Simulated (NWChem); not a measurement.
System: nitrous oxide (N₂O); SMILES N#[N+][O-]

The following NWChem deck was run.

```
start job
memory heap 200 mb stack 900 mb global 1100 mb
geometry units angstroms noautosym nocenter noautoz
  N     -1.211038    -0.021966     0.019379
  N     -0.065419    -0.001185     0.001047
  O      1.121654     0.020344    -0.017948
end
basis spherical
  * library 6-31g*
end
dft
  xc xpbe96 cpbe96
  iterations 150
end
property
  efieldgrad
end
task dft property
```

Parts of the log:

```
             Northwest Computational Chemistry Package (NWChem) 7.3.0
             --------------------------------------------------------

                             Geometry "geometry" -> ""
                             -------------------------

 Output coordinates in angstroms (scale by  1.889725989 to convert to a.u.)

  No.       Tag          Charge          X              Y              Z
 ---- ---------------- ---------- -------------- -------------- --------------
    1 N                    7.0000    -1.21103800    -0.02196600     0.01937900
    2 N                    7.0000    -0.06541900    -0.00118500     0.00104700
    3 O                    8.0000     1.12165400     0.02034400    -0.01794800

 Effective nuclear repulsion energy (a.u.)      60.2837529421

  pbe96 is a nonlocal functional; adding pw91lda local functional.
                              NWChem Property Module
                              ----------------------

  itol2e modified to match energy
  convergence criterion.

                                 NWChem DFT Module
                                 -----------------

 Summary of "ao basis" -> "ao basis" (spherical)
 ------------------------------------------------------------------------------
       Tag                 Description            Shells   Functions and Types
 ---------------- ------------------------------  ------  ---------------------
 N                           6-31g*                  6       14   3s2p1d
 O                           6-31g*                  6       14   3s2p1d

  itol2e modified to match energy
  convergence criterion.

            General Information
            -------------------
          SCF calculation type: DFT
          Wavefunction type:  closed shell.
          No. of atoms     :     3
          No. of electrons :    22
           Alpha electrons :    11
            Beta electrons :    11
          Charge           :     0
          Spin multiplicity:     1
          Use of symmetry is: off; symmetry adaption is: off
          Maximum number of iterations: 150
          AO basis - number of functions:    42
                     number of shells:    18
          Convergence on energy requested:  1.00D-07
          Convergence on density requested:  1.00D-05
          Convergence on gradient requested:  5.00D-04

              XC Information
              --------------
          PerdewBurkeErnzerhof Exchange Functional  1.000
            Perdew 1991 LDA Correlation Functional  1.000 local
           PerdewBurkeErnz. Correlation Functional  1.000 non-local

             Grid Information
             ----------------
          Grid used for XC integration:  fine
          Radial quadrature: Mura-Knowles
          Angular quadrature: Lebedev.
          Tag              B.-S. Rad. Rad. Pts. Rad. Cut. Ang. Pts.
          ---              ---------- --------- --------- ---------
          N                   0.65       70           7.0       590
          O                   0.60       70           7.0       590
          Grid pruning is: on
          Number of quadrature shells:   210
          Spatial weights used:  Erf1

      Superposition of Atomic Density Guess
      -------------------------------------

 Sum of atomic energies:        -183.34182872

      Non-variational initial energy
      ------------------------------

 Total energy =    -184.389262
 1-e energy   =    -370.049286
 2-e energy   =     125.376271
 HOMO         =      -0.358473
 LUMO         =       0.073764

   convergence    iter        energy       DeltaE   RMS-Dens  Diis-err
 ---------------- ----- ----------------- --------- --------- ---------
 d= 0,ls=0.0,diis     1   -184.3572654019 -2.45D+02  3.40D-02  1.25D+00
 d= 0,ls=0.0,diis     2   -183.9684869627  3.89D-01  2.44D-02  5.57D+00
 d= 0,ls=0.0,diis     3   -184.4727829753 -5.04D-01  1.02D-02  1.33D-01
 d= 0,ls=0.0,diis     4   -184.4453227211  2.75D-02  7.72D-03  3.86D-01
 d= 0,ls=0.0,diis     5   -184.4842813946 -3.90D-02  1.39D-03  1.14D-02
  Resetting Diis
 d= 0,ls=0.0,diis     6   -184.4855486019 -1.27D-03  8.99D-05  7.44D-05
 d= 0,ls=0.0,diis     7   -184.4855565289 -7.93D-06  6.21D-05  1.01D-06
 d= 0,ls=0.0,diis     8   -184.4855545161  2.01D-06  5.03D-05  2.00D-05
 d= 0,ls=0.0,diis     9   -184.4855566365 -2.12D-06  3.64D-06  5.96D-08
 d= 0,ls=0.0,diis    10   -184.4855566394 -2.90D-09  1.53D-06  2.84D-08

         Total DFT energy =     -184.485556639401
      One electron energy =     -370.050660456873
           Coulomb energy =      147.370097747930
    Exchange-Corr. energy =      -22.088746872554
 Nuclear repulsion energy =       60.283752942095

 Numeric. integr. density =       22.000000030951

                       DFT Final Molecular Orbital Analysis
                       ------------------------------------

 Vector    9  Occ=2.000000D+00  E=-4.106252D-01
              MO Center= -1.3D+00, -2.3D-02,  2.0D-02, r^2= 1.1D+00
   Bfn.  Coefficient  Atom+Function         Bfn.  Coefficient  Atom+Function
  ----- ------------  ---------------      ----- ------------  ---------------
     6      0.512152  1 N  s                  3     -0.428958  1 N  px
     2      0.306659  1 N  s                 17      0.242076  2 N  px
     7     -0.197699  1 N  px                31     -0.173023  3 O  px
    20     -0.150977  2 N  s                  1     -0.145265  1 N  s
    16     -0.137018  2 N  s                 35     -0.104428  3 O  px

 Vector   10  Occ=2.000000D+00  E=-2.954480D-01
              MO Center=  1.2D-01,  2.2D-03, -1.9D-03, r^2= 1.8D+00
   Bfn.  Coefficient  Atom+Function         Bfn.  Coefficient  Atom+Function
  ----- ------------  ---------------      ----- ------------  ---------------
    32      0.366201  3 O  py                33      0.366084  3 O  pz
     4     -0.298534  1 N  py                 5     -0.298438  1 N  pz
    36      0.253850  3 O  py                37      0.253769  3 O  pz
     8     -0.192654  1 N  py                 9     -0.192592  1 N  pz
    18     -0.087495  2 N  py                19     -0.087467  2 N  pz

 Vector   11  Occ=2.000000D+00  E=-2.954480D-01
              MO Center=  1.2D-01,  2.2D-03, -1.9D-03, r^2= 1.8D+00
   Bfn.  Coefficient  Atom+Function         Bfn.  Coefficient  Atom+Function
  ----- ------------  ---------------      ----- ------------  ---------------
    32      0.365964  3 O  py                33     -0.366109  3 O  pz
     4     -0.298341  1 N  py                 5      0.298458  1 N  pz
    36      0.253686  3 O  py                37     -0.253786  3 O  pz
     8     -0.192529  1 N  py                 9      0.192605  1 N  pz
    18     -0.087438  2 N  py                19      0.087473  2 N  pz

 Vector   12  Occ=0.000000D+00  E=-4.897096D-02
              MO Center= -3.5D-01, -6.4D-03,  5.7D-03, r^2= 1.6D+00
   Bfn.  Coefficient  Atom+Function         Bfn.  Coefficient  Atom+Function
  ----- ------------  ---------------      ----- ------------  ---------------
    18      0.388032  2 N  py                19      0.388476  2 N  pz
    22      0.343287  2 N  py                23      0.343680  2 N  pz
     8     -0.341402  1 N  py                 9     -0.341794  1 N  pz
     4     -0.338158  1 N  py                 5     -0.338545  1 N  pz
    32     -0.244253  3 O  py                33     -0.244533  3 O  pz

 Vector   13  Occ=0.000000D+00  E=-4.897096D-02
              MO Center= -3.5D-01, -6.4D-03,  5.7D-03, r^2= 1.6D+00
   Bfn.  Coefficient  Atom+Function         Bfn.  Coefficient  Atom+Function
  ----- ------------  ---------------      ----- ------------  ---------------
    18      0.388350  2 N  py                19     -0.387933  2 N  pz
    22      0.343568  2 N  py                 8     -0.341682  1 N  py
    23     -0.343199  2 N  pz                 9      0.341316  1 N  pz
     4     -0.338435  1 N  py                 5      0.338072  1 N  pz
    32     -0.244453  3 O  py                33      0.244191  3 O  pz

 Vector   14  Occ=0.000000D+00  E= 8.948504D-02
              MO Center=  2.1D-01,  3.9D-03, -3.4D-03, r^2= 1.4D+00
   Bfn.  Coefficient  Atom+Function         Bfn.  Coefficient  Atom+Function
  ----- ------------  ---------------      ----- ------------  ---------------
    20      1.735334  2 N  s                 34     -1.280142  3 O  s
    21      0.922517  2 N  px                35      0.882359  3 O  px
    31      0.471230  3 O  px                 3     -0.381760  1 N  px
     2     -0.263624  1 N  s                 30     -0.218326  3 O  s
    16      0.197932  2 N  s                  7     -0.194741  1 N  px

     Multipole analysis of the density
     ---------------------------------

     L   x y z        total         alpha         beta         nuclear
     -   - - -        -----         -----         ----         -------
     0   0 0 0     -0.000000    -11.000000    -11.000000     22.000000

     1   1 0 0      0.091818      0.009973      0.009973      0.071872
     1   0 1 0      0.001666      0.000176      0.000176      0.001313
     1   0 0 1     -0.001469     -0.000166     -0.000166     -0.001138

     2   2 0 0    -13.880087    -43.295461    -43.295461     72.710835
     2   1 1 0     -0.049678     -0.684246     -0.684246      1.318814
     2   1 0 1      0.043827      0.603661      0.603661     -1.163495
     2   0 2 0    -11.142073     -5.582997     -5.582997      0.023920
     2   0 1 1      0.000795      0.010949      0.010949     -0.021103
     2   0 0 2    -11.141874     -5.580246     -5.580246      0.018618

          -----------------------
          Electric field gradient
          -----------------------

 1 a.u. = 0.324123 10**(16) esu/cm**3  ( or statvolts/cm**2 ) = 0.97174 10**(22) v/m**2

 ------------------------------------------------------------
   Atom      X         Y         Z
 ------------------------------------------------------------
    1 N   -2.28853  -0.04151   0.03662
 ------------------------------------------------------------

 Electric field gradient in molecular frame (a.u.)
         XX             YY             ZZ             XY             XZ             YZ
 ------------------------------------------------------------------------------------------
       -0.059170       0.029582       0.029588      -0.001614       0.001421       0.000026

 Principal components (a.u.) and orientation
 of principal axis w.r.t. absolute frame                      Asymmetry parameter eta
 --------------------------------------------------------------------------------------
       -0.059222       0.029611       0.029611                       0.000000

        0.999707      -0.001760       0.024151
        0.018175       0.713578      -0.700340
       -0.016001       0.700574       0.713400

 ------------------------------------------------------------
   Atom      X         Y         Z
 ------------------------------------------------------------
    2 N   -0.12362  -0.00224   0.00198
 ------------------------------------------------------------

 Electric field gradient in molecular frame (a.u.)
         XX             YY             ZZ             XY             XZ             YZ
 ------------------------------------------------------------------------------------------
       -0.198333       0.099156       0.099177      -0.005397       0.004762       0.000086

 Principal components (a.u.) and orientation
 of principal axis w.r.t. absolute frame                      Asymmetry parameter eta
 --------------------------------------------------------------------------------------
       -0.198507       0.099254       0.099254                       0.000000

        0.999708      -0.001495      -0.024133
        0.018131       0.706672       0.707309
       -0.015997       0.707540      -0.706492

 ------------------------------------------------------------
   Atom      X         Y         Z
 ------------------------------------------------------------
    3 O    2.11962   0.03844  -0.03392
 ------------------------------------------------------------

 Electric field gradient in molecular frame (a.u.)
         XX             YY             ZZ             XY             XZ             YZ
 ------------------------------------------------------------------------------------------
       -1.964422       0.982104       0.982318      -0.053452       0.047164       0.000855

 Principal components (a.u.) and orientation
 of principal axis w.r.t. absolute frame                      Asymmetry parameter eta
 --------------------------------------------------------------------------------------
       -1.966146       0.983073       0.983073                       0.000000

        0.999708      -0.024133      -0.001474
        0.018129       0.707876       0.706104
       -0.015997      -0.705924       0.708107
```

Level: PBE/6-31G* (spherical d). Geometry: optimised at PBE-D3(BJ)/def2-SVP. NWChem prints the field gradient with the sign opposite to the second derivative of the potential.
